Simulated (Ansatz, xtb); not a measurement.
**C5H11Cl: which of two isomers lies lower**

Structure a is `CC(C)[C@H](C)Cl`, a singlet and structure b is `CCC[C@H](C)Cl`, a singlet. Both are isolated molecules in the gas phase, relaxed with PBE-D3(BJ)/def2-SVP; each stands in its lowest conformer found.

a (Å):

```yaml
atoms:
  - { symbol: C, position_ang: [-0.0549, -1.2321, -1.5850] }
  - { symbol: C, position_ang: [-1.2257, -0.7937, -0.6979] }
  - { symbol: C, position_ang: [-2.5498, -1.3992, -1.1767] }
  - { symbol: C, position_ang: [-0.9911, -1.0586, 0.8012] }
  - { symbol: C, position_ang: [0.2154, -0.3542, 1.4038] }
  - { symbol: Cl, position_ang: [-0.8367, -2.8597, 1.1212] }
  - { symbol: H, position_ang: [-0.2678, -1.0071, -2.6490] }
  - { symbol: H, position_ang: [0.8904, -0.7195, -1.3181] }
  - { symbol: H, position_ang: [0.1107, -2.3245, -1.4909] }
  - { symbol: H, position_ang: [-1.3142, 0.3167, -0.7641] }
  - { symbol: H, position_ang: [-2.5194, -2.5047, -1.0987] }
  - { symbol: H, position_ang: [-3.4051, -1.0417, -0.5672] }
  - { symbol: H, position_ang: [-2.7487, -1.1319, -2.2338] }
  - { symbol: H, position_ang: [-1.9081, -0.7715, 1.3552] }
  - { symbol: H, position_ang: [0.2774, -0.5420, 2.4926] }
  - { symbol: H, position_ang: [0.1307, 0.7411, 1.2421] }
  - { symbol: H, position_ang: [1.1596, -0.7028, 0.9425] }
```

b (Å):

```xyz
17

C     2.0212    0.1604    1.3670
C     0.9455   -0.7612    0.7930
C     1.0995   -1.0000   -0.7103
C     0.0527   -1.9190   -1.3342
C     0.2942   -2.2085   -2.8079
Cl   -1.6152   -1.1809   -1.1470
H     3.0395   -0.2563    1.2170
H     1.9989    1.1575    0.8793
H     1.8831    0.3193    2.4552
H     0.9654   -1.7410    1.3203
H    -0.0631   -0.3361    0.9801
H     2.0951   -1.4568   -0.9146
H     1.0877   -0.0299   -1.2552
H    -0.0069   -2.8666   -0.7594
H     1.2736   -2.7149   -2.9373
H    -0.4955   -2.8637   -3.2224
H     0.3093   -1.2677   -3.3940
```

Question: Estimate E(b) − E(a) at the level CCSD(T)/def2-SVP + ΔMP2/def2-TZVPP.

Answer: Calculated at CCSD(T)/def2-SVP + ΔMP2/def2-TZVPP: E(b) − E(a) = +0.044 eV, so structure a lies lower.

The same difference at several levels:

```
                             level             geometry  E(b) − E(a) (eV)  departure from the last row (eV)  job, with rough time for the two
                          GFN2-xTB             GFN2-xTB              +0.021                            −0.023              optimisation, 0.18 s
                         HF/STO-3G             GFN2-xTB              −0.056                            −0.100               single point, 0.6 s
                r2SCAN-D4/def2-SVP             GFN2-xTB              +0.039                            −0.005               single point, 4.2 s
               PBE-D3(BJ)/def2-SVP  PBE-D3(BJ)/def2-SVP              +0.029                            −0.015                optimisation, 23 s
                       HF/def2-SVP  PBE-D3(BJ)/def2-SVP              −0.043                            −0.087           part of the CCSD(T) run
                      MP2/def2-SVP  PBE-D3(BJ)/def2-SVP              +0.064                            +0.020           part of the CCSD(T) run
                  CCSD(T)/def2-SVP  PBE-D3(BJ)/def2-SVP              +0.049                            +0.004                      single point
CCSD(T)/def2-SVP + ΔMP2/def2-TZVPP  PBE-D3(BJ)/def2-SVP              +0.044                                                  single point, 83 s
```

As drawn, both hold the same kinds of bond in the same numbers. Structure a has 3 methyl groups, b 2.

HF/STO-3G, HF/def2-SVP put the two in the other order. GFN2-xTB finds them nearly level. The largest departure from CCSD(T)/def2-SVP + ΔMP2/def2-TZVPP is that of HF/STO-3G, 0.100 eV. The last row adds to CCSD(T) the change of the MP2 difference between the two basis sets, here −0.004 eV.

With thermal terms from frequencies at re-optimised GFN2-xTB minima (ideal gas, soft modes damped towards free rotors, one conformer each, 298.15 K, 1 atm): the zero-point term adds +0.007 eV; ΔH is +0.051 and ΔG +0.034 eV.

The correlated steps freeze 10 core orbitals. Programs: Ansatz 0.2.0, xtb 6.7.1; the last row on 2 threads of Intel(R) Xeon(R) Platinum 8375C CPU @ 2.90GHz (Ice Lake) on a shared host.
